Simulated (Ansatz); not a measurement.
H$_{2}$O, singlet: cost against accuracy

Geometry (MP2(full)/6-31G*, from the G2/97 set):

| atom | x (Å) | y (Å) | z (Å) |
| --- | --- | --- | --- |
| O | 0.0000 | 0.0000 | 0.0667 |
| H | 0.0000 | 0.7632 | -0.5296 |
| H | 0.0000 | -0.7632 | -0.5296 |

Measured, as an electronic atomization energy: 232.6 kcal/mol (G2/97 heats of formation of molecule and atoms, with zero-point and thermal terms from B3LYP taken off; Curtiss et al., J. Chem. Phys. 106, 1063 (1997), Staroverov et al., J. Chem. Phys. 119, 12129 (2003)). The measured value holds scalar relativity and spin–orbit coupling, which all computed ones lack, and core correlation, which the wave-function levels lack. Atoms are taken at the same level; beside RHF, RMP2 and RCC rows they are unrestricted. Truncated CI is not size-consistent. The atoms' steps beyond CCSDT(Q) are taken from restricted open-shell runs, which share full CI's core. Ansatz 0.2.0; the 6-31G* set has Cartesian d functions; a miss is computed less measured; times are wall times on shared hosts and scatter by a factor of two or so.

```json
{"level": "RMP2", "basis": "STO-3G", "miss (kcal/mol)": "-67.2", "time of the run": "–", "hardware": "–"}
{"level": "RCCSDT(Q)", "basis": "STO-3G", "miss (kcal/mol)": "-58.1", "time of the run": "0.52 s", "hardware": "1 CPU thread"}
{"level": "RCCSDTQ", "basis": "STO-3G", "miss (kcal/mol)": "-58.1", "time of the run": "0.7 s", "hardware": "1 CPU thread"}
{"level": "PBE", "basis": "STO-3G", "miss (kcal/mol)": "-12.2", "time of the run": "0.16 s", "hardware": "1 CPU thread"}
{"level": "r2SCAN", "basis": "STO-3G", "miss (kcal/mol)": "-18.3", "time of the run": "0.28 s", "hardware": "1 CPU thread"}
{"level": "B3LYP", "basis": "STO-3G", "miss (kcal/mol)": "-15.8", "time of the run": "0.23 s", "hardware": "1 CPU thread"}
{"level": "B2PLYP", "basis": "STO-3G", "miss (kcal/mol)": "-33.7", "time of the run": "0.28 s", "hardware": "1 CPU thread"}
{"level": "RMP2", "basis": "6-31G", "miss (kcal/mol)": "-53.3", "time of the run": "–", "hardware": "–"}
{"level": "RCCSDT(Q)", "basis": "6-31G", "miss (kcal/mol)": "-53.4", "time of the run": "0.39 s", "hardware": "1 CPU thread"}
{"level": "full CI", "basis": "6-31G", "miss (kcal/mol)": "-53.5", "time of the run": "0.58 s", "hardware": "1 CPU thread"}
{"level": "PBE", "basis": "6-31G", "miss (kcal/mol)": "-23.7", "time of the run": "0.12 s", "hardware": "1 CPU thread"}
{"level": "B3LYP", "basis": "6-31G", "miss (kcal/mol)": "-27.6", "time of the run": "0.16 s", "hardware": "1 CPU thread"}
{"level": "wB97M-V", "basis": "6-31G", "miss (kcal/mol)": "-25.1", "time of the run": "0.46 s", "hardware": "1 CPU thread"}
{"level": "B2PLYP", "basis": "6-31G", "miss (kcal/mol)": "-37.1", "time of the run": "0.19 s", "hardware": "1 CPU thread"}
{"level": "RCCSDT(Q)", "basis": "6-31G*", "miss (kcal/mol)": "-34.8", "time of the run": "0.52 s", "hardware": "1 CPU thread"}
{"level": "RCCSDTQ", "basis": "6-31G*", "miss (kcal/mol)": "-34.8", "time of the run": "2.5 s", "hardware": "1 CPU thread"}
{"level": "MRCISD+Q (valence space)", "basis": "6-31G*", "miss (kcal/mol)": "-35.3", "time of the run": "0.42 s", "hardware": "1 CPU thread"}
{"level": "full CI", "basis": "6-31G*", "miss (kcal/mol)": "-34.8", "time of the run": "6.5 s", "hardware": "1 CPU thread"}
{"level": "PBE", "basis": "6-31G*", "miss (kcal/mol)": "-10.6", "time of the run": "0.28 s", "hardware": "1 CPU thread"}
{"level": "B3LYP", "basis": "6-31G*", "miss (kcal/mol)": "-14.3", "time of the run": "0.18 s", "hardware": "1 CPU thread"}
{"level": "wB97M-V", "basis": "6-31G*", "miss (kcal/mol)": "-11.0", "time of the run": "0.55 s", "hardware": "1 CPU thread"}
{"level": "B2PLYP", "basis": "6-31G*", "miss (kcal/mol)": "-21.3", "time of the run": "0.25 s", "hardware": "1 CPU thread"}
{"level": "RMP2", "basis": "cc-pVDZ", "miss (kcal/mol)": "-21.8", "time of the run": "–", "hardware": "–"}
{"level": "RCCSD(T)", "basis": "cc-pVDZ", "miss (kcal/mol)": "-23.8", "time of the run": "0.16 s", "hardware": "1 CPU thread"}
{"level": "RCCSDTQ", "basis": "cc-pVDZ", "miss (kcal/mol)": "-23.6", "time of the run": "7.5 s", "hardware": "1 CPU thread"}
{"level": "MRCISD+Q (valence space)", "basis": "cc-pVDZ", "miss (kcal/mol)": "-24.1", "time of the run": "0.46 s", "hardware": "1 CPU thread"}
{"level": "full CI", "basis": "cc-pVDZ", "miss (kcal/mol)": "-23.5", "time of the run": "7 s", "hardware": "H100 + 2 CPU threads"}
{"level": "PBE", "basis": "cc-pVDZ", "miss (kcal/mol)": "-9.6", "time of the run": "0.22 s", "hardware": "1 CPU thread"}
{"level": "B2PLYP", "basis": "cc-pVDZ", "miss (kcal/mol)": "-17.2", "time of the run": "0.25 s", "hardware": "1 CPU thread"}
{"level": "RMP2", "basis": "cc-pVTZ", "miss (kcal/mol)": "-4.2", "time of the run": "–", "hardware": "–"}
{"level": "RCCSD(T)", "basis": "cc-pVTZ", "miss (kcal/mol)": "-7.6", "time of the run": "1.3 s (with forces)", "hardware": "1 CPU thread"}
{"level": "r2SCAN", "basis": "cc-pVTZ", "miss (kcal/mol)": "-4.9", "time of the run": "0.55 s (with forces)", "hardware": "1 CPU thread"}
{"level": "B3LYP", "basis": "cc-pVTZ", "miss (kcal/mol)": "-4.4", "time of the run": "0.37 s", "hardware": "1 CPU thread"}
{"level": "wB97M-V", "basis": "cc-pVTZ", "miss (kcal/mol)": "-3.3", "time of the run": "0.89 s (with forces)", "hardware": "1 CPU thread"}
{"level": "B2PLYP", "basis": "cc-pVTZ", "miss (kcal/mol)": "-5.7", "time of the run": "0.39 s", "hardware": "1 CPU thread"}
{"level": "RHF", "basis": "cc-pVQZ", "miss (kcal/mol)": "-77.9", "time of the run": "0.46 s", "hardware": "1 CPU thread"}
{"level": "RMP2", "basis": "cc-pVQZ", "miss (kcal/mol)": "1.3", "time of the run": "–", "hardware": "–"}
{"level": "MRCISD+Q (valence space)", "basis": "cc-pVQZ", "miss (kcal/mol)": "-3.8", "time of the run": "3.5 s", "hardware": "H100 + 2 CPU threads"}
{"level": "PBE", "basis": "cc-pVQZ", "miss (kcal/mol)": "0.8", "time of the run": "0.43 s", "hardware": "1 CPU thread"}
{"level": "wB97M-V", "basis": "cc-pVQZ", "miss (kcal/mol)": "-1.5", "time of the run": "1.2 s", "hardware": "1 CPU thread"}
```

HF's time is that of a plain UHF run. A dash: the level came out of a higher level's run.

A composite of the best parts (restricted reference, at this geometry, which isn't the minimum of the high levels):

| part | kcal/mol |
| --- | --- |
| Hartree–Fock limit (T, Q; exp(−5.46 √X)) | 155.07 |
| CCSD(T) correlation limit (T, Q; X⁻³) | 77.70 |
| CCSDT − CCSD(T) (QZ) | -0.19 |
| (Q) (QZ) | 0.22 |
| CCSDTQ − CCSDT(Q) (DZ) | -0.03 |
| full CI − CCSDTQ (DZ) | 0.03 |
| sum | 232.8 |
| sum less measured | 0.2 |
